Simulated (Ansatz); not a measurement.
**Ligand exchange: SiH3F + PH3 → SiH3(PH2) + HF**

Species: SiH3F `F[SiH3]`, singlet; PH3 (phosphine) `P`, singlet; SiH3(PH2), singlet; HF (hydrogen fluoride), singlet. The partners trade F for PH2: Si–F and H–PH2 bonds give way to Si–PH2 and H–F.

Shapes, held fixed at every level: PBE0-D4/def2-TZVP. Programs: Ansatz 0.2.0. The zero-point and thermal change to 298 K, harmonic and unscaled (PBE0-D4/def2-TZVP), is +2.5 kJ/mol.

```json
{"level": "B3LYP-D4/def2-TZVPP", "kind": "global hybrid", "ΔH(298 K) (kJ/mol)": "+113.5", "less CCSD(T)/CBS estimate": "+5.1", "CPU time (sum over the molecules)": "12 s"}
{"level": "wB97M-V/def2-TZVPP", "kind": "range-separated hybrid", "ΔH(298 K) (kJ/mol)": "+114.0", "less CCSD(T)/CBS estimate": "+5.6", "CPU time (sum over the molecules)": "27 s"}
{"level": "wB97X-V/def2-TZVPP", "kind": "range-separated hybrid", "ΔH(298 K) (kJ/mol)": "+113.1", "less CCSD(T)/CBS estimate": "+4.7", "CPU time (sum over the molecules)": "22 s"}
{"level": "MP2/def2-TZVPP", "kind": "perturbation theory", "ΔH(298 K) (kJ/mol)": "+111.4", "less CCSD(T)/CBS estimate": "+3.0", "CPU time (sum over the molecules)": "–"}
{"level": "CCSD(T)/def2-TZVPP", "kind": "coupled cluster or CI", "ΔH(298 K) (kJ/mol)": "+111.1", "less CCSD(T)/CBS estimate": "+2.7", "CPU time (sum over the molecules)": "32 s"}
{"level": "CCSD/def2-TZVPP", "kind": "coupled cluster or CI", "ΔH(298 K) (kJ/mol)": "+115.5", "less CCSD(T)/CBS estimate": "+7.1", "CPU time (sum over the molecules)": "–"}
{"level": "CCSD(T)/CBS estimate", "kind": "coupled cluster or CI", "ΔH(298 K) (kJ/mol)": "+108.4", "less CCSD(T)/CBS estimate": "0.0", "CPU time (sum over the molecules)": "1.9 min"}
```

The highest level, CCSD(T)/CBS estimate, gives ΔH(298 K) = +108.4 kJ/mol; the levels span +108.4 to +115.5. The column of differences is taken from that level and isn't an error. No measured value is set beside it here. The CBS estimate extrapolates MP2 from def2-TZVPP and def2-QZVPP and adds CCSD(T) − MP2 in the triple-zeta set, cores frozen. Times are processor times on shared x86 and Arm servers, and rough.
